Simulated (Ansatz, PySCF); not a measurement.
System: C₂H₅S, net charge 0, doublet state. It need not be the lowest isomer of its formula. SMILES: C([S])C
Geometry: optimised at B3LYP-D3(BJ)/def2-TZVP (Ansatz, a first-principles code).

Quantity: atomisation energy (electronic, to ground-state atoms), in kcal/mol. Valence correlation only, unless marked. Open shells are spin-unrestricted. Spin-orbit coupling is left out. No relativistic terms. The coupled-cluster limit lacks core correlation, which all-electron functionals hold. CBS marks a two-point X^-3 extrapolation of the correlation energy; Hartree-Fock from the larger set. [CCSD(T)-MP2]/basis is that difference in the basis named.

```json
[
 {"level": "SVWN5/def2-TZVPD", "program": "Ansatz", "atomisation energy (kcal/mol)": "770.3"},
 {"level": "TPSS-D3(BJ)/def2-TZVPD", "program": "PySCF + dftd3", "atomisation energy (kcal/mol)": "686.7"},
 {"level": "PBE0-D4/def2-TZVPD", "program": "Ansatz + dftd4", "atomisation energy (kcal/mol)": "682.9"},
 {"level": "TPSSh-D4/def2-TZVPD", "program": "PySCF + dftd4", "atomisation energy (kcal/mol)": "684.8"}
]
```

### Question
Predict the RI-MP2/CBS(cc-pV(T+d)Z,cc-pV(Q+d)Z)+[CCSD(T)-MP2]/cc-pV(T+d)Z result (Ansatz).

### Answer
677.2 kcal/mol
